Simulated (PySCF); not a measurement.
# Bonding in `C1CNC1`

Species: C₃H₇N.
Atom-mapped SMILES: `[CH2:1]1[CH2:2][NH:3][CH2:4]1` (hydrogens: H5, H6 on C1; H7, H8 on C2; H9 on N3; H10, H11 on C4)

Cartesian coordinates in Å at the GFN2-xTB level; atoms count from 1:
```
atom  x, y, z in Å
C1    -0.090    0.967    0.001
C2     1.011   -0.055    0.318
N3    -0.003   -1.112    0.355
C4    -0.996   -0.239   -0.276
H5    -0.400    1.547    0.866
H6     0.098    1.631   -0.839
H7     1.529    0.061    1.272
H8     1.754   -0.150   -0.482
H9     0.221   -1.970   -0.136
H10   -1.958   -0.259    0.240
H11   -1.161   -0.419   -1.345
```

Bond orders from the PBE0/pcSseg-1 density (PySCF). Isolated species at its GFN2-xTB geometry, gas phase.

How far do the computed orders between heavy atoms stray from the drawn ones?

The largest departure is 0.030, at C1–C2 (drawn single, 1.030) and C4–C1 (drawn single, 1.030).

Set the Mayer orders of the bonds beside their lengths.

| bond | drawn as | length (Å) | Mayer order |
| --- | --- | --- | --- |
| C1–C2 | single | 1.534 | 1.030 |
| C2–N3 | single | 1.465 | 0.978 |
| N3–C4 | single | 1.465 | 0.978 |
| C4–C1 | single | 1.534 | 1.030 |
| C1–H5 | single | 1.086 | 0.949 |
| C1–H6 | single | 1.087 | 0.958 |
| C2–H7 | single | 1.092 | 0.958 |
| C2–H8 | single | 1.096 | 0.946 |
| N3–H9 | single | 1.013 | 0.947 |
| C4–H10 | single | 1.092 | 0.958 |
| C4–H11 | single | 1.096 | 0.946 |

Sum the orders of all bonds at each heavy atom with more than one neighbour and set the sums beside the valence in the SMILES.

C1 3.967 (drawn 4), C2 3.912 (drawn 4), N3 2.903 (drawn 3), C4 3.912 (drawn 4). Orders between atoms that aren't bonded are not in these sums.

The Mayer order sums products of elements of PS (density times overlap matrix) between the two atoms' basis functions, so it depends on the basis set.
